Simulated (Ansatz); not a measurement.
**SiH4 (silane): methods side by side**

The species is SiH4 (5 atoms), meant as a singlet with charge 0. As SMILES, `[SiH4]`. Geometry: relaxed at PBE0-D4/def2-TZVP.

```xyz
5

Si    0.0000    0.0000   -0.0001
H     0.9676   -0.6884    0.8909
H    -1.3310    0.0449    0.6560
H    -0.1051   -0.7403   -1.2826
H     0.4685    1.3838   -0.2642
```

Each level gives the energy change with the Si1–H2 bond stretched from 1.485 to 1.856 Å (eV). The values are calculated.

```csv
level,kind,program,value (eV),less CCSD(T)/6-31G,CPU time (all runs)
SVWN5/6-31G (restricted),LDA,Ansatz,0.60,+0.03,1.2 s
r2SCAN/6-31G (restricted),meta-GGA,Ansatz,0.67,+0.10,3.8 s
BHLYP/6-31G (restricted),global hybrid,Ansatz,0.74,+0.17,1.7 s
r2SCAN0/6-31G (restricted),hybrid meta-GGA,Ansatz,0.72,+0.15,3.8 s
CAM-B3LYP/6-31G (restricted),range-separated hybrid,Ansatz,0.71,+0.14,2.1 s
RPA@PBE/6-31G (restricted),RPA,Ansatz,0.54,-0.03,2.5 s
CCSD(T)/6-31G (restricted),coupled cluster or CI,Ansatz,0.57,0.00,0.4 s
CCSDT(Q)/6-31G (restricted),coupled cluster or CI,Ansatz,0.57,0.00,0.77 s
FCI/3-21G,exact in the basis,Ansatz,0.59,+0.02,19 s
```

CCSD(T)/6-31G (restricted) is the highest level here, not the true value. The first shape isn't each level's own minimum. The values span 0.54 to 0.74 eV. All rows use very small basis sets, so none should be taken for the real molecule's value. In so small a basis fixed costs decide the times, and correlated methods can beat functionals. CPU times are rough (shared hosts, several kinds of processor and program).
